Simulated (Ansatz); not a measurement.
Geometry optimisation, RKS PBE/STO-3G (Ansatz).

Input file:

```yaml
crystal:
  periodic: [false, false, false]
  atoms:
    - { symbol: C, position_ang: [-0.3607, -0.4116, 1.2616] }
    - { symbol: C, position_ang: [0.1672, -0.2543, 0.0467] }
    - { symbol: O, position_ang: [0.9601, -1.2435, -0.4626] }
    - { symbol: C, position_ang: [0.0963, 0.968, -0.8403] }
    - { symbol: Cl, position_ang: [-1.1158, 0.6099, -2.1761] }
    - { symbol: H, position_ang: [-1.0488, 0.4354, 1.6393] }
    - { symbol: H, position_ang: [-0.2485, -1.2401, 1.8792] }
    - { symbol: H, position_ang: [1.0038, -1.9907, 0.1474] }
    - { symbol: H, position_ang: [-0.3577, 1.8367, -0.2406] }
    - { symbol: H, position_ang: [0.9871, 1.2391, -1.2515] }
basis:
  gaussian: { orbitals: STO-3G }
hamiltonian:
  xc: pbe
relax:
  f_tol: 0.02
  max_steps: 50
```

Run as:

```bash
$ ansatz run input.yaml --threads 1 --pin off --max-ram 2048MiB --backend cpu --events-out ev --progress --plain --runs-dir out
```

Where does it end, and by what steps?

The forces met the threshold. Limits of this set-up: minimal basis. After 6 steps the energy has fallen by 0.803 eV; O3 moved furthest, 0.11 Å.

| step | energy less start (eV) | largest force component (eV/Å) | accepted |
| --- | --- | --- | --- |
| 0 | 0.0000 | 5.101 | yes |
| 1 | -0.7388 | 1.372 | yes |
| 2 | -0.7805 | 0.469 | yes |
| 3 | -0.7957 | 0.229 | yes |
| 4 | -0.8021 | 0.065 | yes |
| 5 | -0.8026 | 0.032 | yes |
| 6 | -0.8027 | 0.016 | yes |

```xyz
10
Properties=species:S:1:pos:R:3
C -0.414 -0.379 1.286
C 0.200 -0.269 0.076
O 1.047 -1.234 -0.521
C 0.053 0.963 -0.823
Cl -1.163 0.666 -2.207
H -1.059 0.424 1.665
H -0.290 -1.270 1.920
H 1.025 -2.003 0.174
H -0.330 1.832 -0.248
H 1.015 1.221 -1.318
```

Whether the end is a true minimum wasn't checked by a vibrational analysis.

Run time: 22 s on 1 thread of Intel(R) Xeon(R) Processor @ 2.70GHz (shared host), peak memory 0.13 GiB.
